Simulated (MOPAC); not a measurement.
MOPAC input (PM6):

```
PM6 PRECISE GNORM=0.05 LET XYZ UHF MS=0.5 GEO-OK AUX(PRECISION=9) THREADS=1
C2H3O

C    -0.00226556 1    0.74468015 1   -0.37592749 1
O     0.04576652 1    0.09443684 1    0.82068210 1
C     0.04828699 1   -0.69904179 1   -0.41916867 1
H    -0.78219807 1    1.46229338 1   -0.61082909 1
H    -0.84845617 1   -1.29597784 1   -0.55285518 1
H     0.98839347 1   -1.19564042 1   -0.63119565 1
```

From the last part of the output:

```
                                                       MOPAC v23.2.5 Linux

          FINAL HEAT OF FORMATION =         22.85632 KCAL/MOL =      95.63086 KJ/MOL

          COSMO AREA              =         77.28 SQUARE ANGSTROMS
          COSMO VOLUME            =         59.67 CUBIC ANGSTROMS

          GRADIENT NORM           =          0.04214          =       0.01720 PER ATOM
          IONIZATION POTENTIAL    =          8.969936 EV
          ALPHA SOMO LUMO (EV)    =         -8.970  1.282
          BETA  SOMO LUMO (EV)    =        -11.343  0.826
          NO. OF ALPHA ELECTRONS  =          9
          NO. OF BETA  ELECTRONS  =          8
          MOLECULAR WEIGHT        =         43.0451         POINT GROUP:  Cs

          MOLECULAR DIMENSIONS (Angstroms)

            Atom       Atom       Distance
            H     5    H     4     3.12228
            H     6    O     2     1.95385
            H     5    O     2     1.33757

          SCF CALCULATIONS        =         21

   ATOM   CHEMICAL          X               Y               Z
  NUMBER   SYMBOL      (ANGSTROMS)     (ANGSTROMS)     (ANGSTROMS)

     1       C         -0.17110690  *   0.71069761  *  -0.35751329  *
     2       O          0.05842464  *   0.10707778  *   0.83729330  *
     3       C          0.05082955  *  -0.72175840  *  -0.43135590  *
     4       H         -0.36287959  *   1.66664529  *  -0.70242339  *
     5       H         -0.78040171  *  -1.42028462  *  -0.48992005  *
     6       H          1.02466453  *  -1.13031984  *  -0.69021509  *

                             CARTESIAN COORDINATES

   1    C       -0.171106901     0.710697615    -0.357513293
   2    O        0.058424637     0.107077781     0.837293296
   3    C        0.050829549    -0.721758396    -0.431355901
   4    H       -0.362879586     1.666645292    -0.702423387
   5    H       -0.780401706    -1.420284620    -0.489920054
   6    H        1.024664533    -1.130319843    -0.690215095

           Empirical Formula: C2 H3 O  =     6 atoms

      MOLECULAR POINT GROUP   :   Cs

          ALPHA EIGENVALUES
 -32.95515 -24.78025 -21.84047 -16.86752 -16.83639 -15.09003 -12.69742 -12.34465
  -8.96994   1.28192   2.42688   3.53713   5.04633   5.11348   5.78509

           BETA EIGENVALUES
 -32.37764 -24.36865 -21.50468 -16.56582 -16.31330 -14.77506 -12.47397 -11.34295
   0.82601   1.44601   2.88207   3.93768   5.05682   5.12824   5.98136

              NET ATOMIC CHARGES AND DIPOLE CONTRIBUTIONS

  ATOM NO.   TYPE          CHARGE      No. of ELECS.   s-Pop       p-Pop
    1          C          -0.165156        4.1652     1.12576     3.03939
    2          O          -0.263525        6.2635     1.89807     4.36546
    3          C          -0.089041        4.0890     1.11069     2.97835
    4          H           0.205725        0.7943     0.79427
    5          H           0.155999        0.8440     0.84400
    6          H           0.155999        0.8440     0.84400
 DIPOLE           X         Y         Z       TOTAL
 POINT-CHG.    -0.136    -0.655    -2.170     2.271
 HYBRID         0.075     0.009     0.686     0.691
 SUM           -0.061    -0.646    -1.484     1.619

          ATOMIC ORBITAL ELECTRON POPULATIONS

     Atom    s        px        py        pz
    1  C   1.12576   1.17505   0.99898   0.86537
    2  O   1.89807   1.79105   1.38334   1.19107
    3  C   1.11069   1.13381   0.98351   0.86103
    4  H   0.79427
    5  H   0.84400
    6  H   0.84400

                    (SZ)    =    0.500000
                    (S**2)  =    0.754513

          ATOMIC ORBITAL SPIN POPULATIONS

    Atom   Total    s     px     py     pz
         Atomic
    1  C  0.8830  0.020  0.779  0.052  0.031
    2  O  0.2082  0.005  0.179  0.019  0.006
    3  C -0.0790 -0.006 -0.004 -0.026 -0.042
    4  H -0.0233 -0.023
    5  H  0.0055  0.006
    6  H  0.0055  0.006

 **********************
 *                    *
 * JOB ENDED NORMALLY *
 *                    *
 **********************

 == MOPAC DONE ==
```

The geometry given is a B3LYP-D3(BJ)/def2-TZVP minimum.
